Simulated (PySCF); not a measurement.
Spin–spin coupling constants

Geometry (Å), atoms numbered from 1 in this order:
```xyz
18

C    -1.4576   -1.3573    0.4972
C    -0.6175   -0.3657   -0.2999
C    -1.3838    0.9346   -0.5232
C     0.7318   -0.1353    0.3820
C     1.7245    0.6998   -0.4101
O     2.9455    0.8713    0.2582
H    -2.4193   -1.5593    0.0004
H    -1.6793   -0.9621    1.5027
H    -0.9357   -2.3185    0.6255
H    -0.4172   -0.8150   -1.2916
H    -2.3589    0.7413   -0.9969
H    -1.5753    1.4444    0.4360
H    -0.8386    1.6369   -1.1712
H     0.5784    0.3424    1.3663
H     1.1955   -1.1186    0.5880
H     1.8639    0.2502   -1.4162
H     1.3270    1.7129   -0.5765
H     3.3164   -0.0018    0.4225
```

Method: B3LYP/pcJ-1 (without the spin–dipole term)//PBE0-D3(BJ)/def2-SVP, PySCF 2.14.0 with density-fitted response routines; isolated molecule, single conformer, non-relativistic. Couplings are averaged over pairs made equivalent by symmetry, fast rotation or ring inversion, so a value needn't be that of the named pair in this geometry, while other rotamers aren't included; one pair stands for each set, and the list holds a selection of those of at least 1.5 Hz over up to four bonds, among pairs with at least one C or H atom (others weren't computed).

Isotopes: 13C, 1H, 17O. Couplings to quadrupolar nuclei such as 17O and 33S are rarely resolved in practice.

| pair | bonds | J (Hz) |
| --- | --- | --- |
| C1, C2 | 1 | ? |
| C1, H7 | 1 | 131.6 |
| C2, C4 | 1 | ? |
| C2, H10 | 1 | ? |
| C4, C5 | 1 | 37.5 |
| C4, H14 | 1 | 129.5 |
| C5, O6 | 1 | ? |
| C5, H16 | 1 | 143.3 |
| O6, H18 | 1 | ? |
| C1, H10 | 2 | -3.1 |
| C2, H7 | 2 | -3.2 |
| C2, H14 | 2 | -3.7 |
| C4, H10 | 2 | -3.1 |
| C5, H14 | 2 | ? |
| C5, H18 | 2 | -3.0 |
| H7, H8 | 2 | ? |
| H14, H15 | 2 | ? |
| C1, C5 | 3 | 3.5 |
| C1, H11 | 3 | 6.0 |
| C1, H14 | 3 | 4.5 |
| C4, H7 | 3 | 5.0 |
| C5, H10 | 3 | 3.2 |
| H10, H14 | 3 | 8.0 |
| H14, H16 | 3 | 13.8 |
| H14, H17 | 3 | 5.3 |
| H16, H18 | 3 | 9.5 |

**Question.** Estimate the withheld couplings, with signs.

**Answer.** 
- 1J(C1,C2) = 36.6 Hz (bond length 1.525 Å)
- 1J(C2,C4) = 35.2 Hz (bond length 1.529 Å)
- 1J(C2,H10) = 128.1 Hz (bond length 1.107 Å, sp3 carbon)
- 1J(C5,O6) = 20.3 Hz (bond length 1.402 Å)
- 1J(O6,H18) = -70.2 Hz (bond length 0.963 Å)
- 2J(C5,H14) = -5.3 Hz (angle at C4 109°)
- 2J(H7,H8) = -13.9 Hz
- 2J(H14,H15) = -13.7 Hz (angle at C4 106°)
